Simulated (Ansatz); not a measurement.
# Worked example: vertical ionisation energy of C2H6O2S (dimethyl sulfone)

The species is C2H6O2S (11 atoms), meant as a singlet with charge 0. As SMILES, `CS(C)(=O)=O`. The coordinates come from a PBE0-D4/def2-TZVP relaxation.

Both states at this one shape; open shells run unrestricted unless said. 1 Eh = 27.2114 eV.

```
                                                       level  program  singlet C2H6O2S (Eh)  doublet C2H6O2S+ (Eh)
                                                   HF/STO-3G   Ansatz           -618.760251            -618.590930
                          HSE06/6-31G* (spherical functions)   Ansatz           -627.970145            -627.583381
BCCD(T)/6-31G* (spherical functions), 9 core orbitals frozen   Ansatz           -627.197054            -626.812390
```

**Question.** Work out the vertical ionisation energy at each level.

**Answer.** 
1. HF/STO-3G: -618.590930 − (-618.760251) = 0.169321 Eh = 4.61 eV.
2. HSE06/6-31G* (spherical functions): -627.583381 − (-627.970145) = 0.386764 Eh = 10.52 eV.
3. BCCD(T)/6-31G* (spherical functions): -626.812390 − (-627.197054) = 0.384664 Eh = 10.47 eV.

No measured value is set beside it here; the levels span 4.61 to 10.52 eV. Hartree–Fock favours the state with fewer electron pairs, since it lacks pair correlation. Minimal sets are far from the basis-set limit.
